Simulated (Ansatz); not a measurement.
fcc Ni, treated with HSE06-D3(BJ) (PAW; Ansatz, a first-principles code).

Numerical settings: plane-wave cutoff 460 eV, 16×16×16 k mesh, Fermi–Dirac smearing 0.05 eV, spin-polarised with parallel moments, scalar-relativistic PAW data made under PBE.

Cell (relaxed at this level):

```yaml
crystal:
  lattice:
    - [0.00000, 1.72673, 1.72673]
    - [1.72673, 0.00000, 1.72673]
    - [1.72673, 1.72673, 0.00000]
  atoms:
    - { symbol: Ni, position: [0.00000, 0.00000, 0.00000], spin: 0.8 }
```

Task: Estimate the bulk modulus B0 and magnetic moment per atom (the cell's total over its atoms) that the calculation returns.

Result: 
- bulk modulus B0 = 203 GPa
- magnetic moment per atom (the cell's total over its atoms) = 0.84 μB

Measured, for comparison: bulk modulus 192 GPa (0 K value with the zero-point phonon effect removed, our sources range from 186 to 195; as tabulated in Mejia-Rodriguez and Trickey (2018), arXiv:1807.09216). Computed (rounded) less measured: bulk modulus +6 % (+4 % to +9 % over the range).

Spins in the cell block are starting values.

Moments are spin moments.

Computed values are for the static lattice.

Cost on a shared machine: about 60 core-minutes (a rough figure).
